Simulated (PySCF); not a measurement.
C4H3FN (charge -1).
SMILES with atom numbers: `[F:1][c:2]1[cH:3][cH:4][cH:5][n-:6]1`

Definitions: NICS(0) = −σiso at the ring centroid; NICS(1) = −σiso and NICS(1)zz = −σzz at ±1 Å along the ring normal z. Level: GIAO PBE0/pcSseg-1 (PySCF, non-relativistic, gas phase) on the GFN2-xTB geometry, one conformer.

Ring bond lengths (Å), with Mayer bond orders in brackets: C2–C3 1.378 (1.44), C3–C4 1.407 (1.30), C4–C5 1.381 (1.47), C5–N6 1.354 (1.38), N6–C2 1.334 (1.52).

Q: Give the NICS values of each ring in ppm.

A: 
| ring | type | NICS(0) | NICS(1), two faces | NICS(1)zz, two faces | rms pucker (Å) | centre to ring atoms, mean (Å) |
| --- | --- | --- | --- | --- | --- | --- |
| C2–C3–C4–C5–N6 | 5-membered ring with N; formal bonds all aromatic | -15.3 | -11.6 / -11.6 | -30.9 / -30.9 | 0.00 | 1.16 |

Q: What do they say, and how far can they be read as aromaticity?

A: 
- C2–C3–C4–C5–N6: mean NICS(1)zz -30.9 ppm, shielded. The ring is flat and has no four-coordinate atom; by the NICS criterion it is aromatic.

Q: How equal are the bonds by HOMA? HOMA = 1 − mean of α(R − Ropt)² over the ring bonds, with Krygowski's 1993 parameters (CC: Ropt 1.388 Å, α 257.7 Å⁻²; CN: Ropt 1.334 Å, α 93.52 Å⁻²).

A: 
- C2–C3–C4–C5–N6: HOMA 0.97; the largest term is that of C3–C4, α(R − Ropt)² = 0.10. The geometric and the magnetic index point the same way.

Q: What field does 9.4 T along the ring normal induce along that normal at the first NICS(1) probe listed for ring C2–C3–C4–C5–N6, 1 Å off the ring?

A: NICSzz × B0 = -30.9 ppm × 9.4 T = -290 μT, against the applied field.
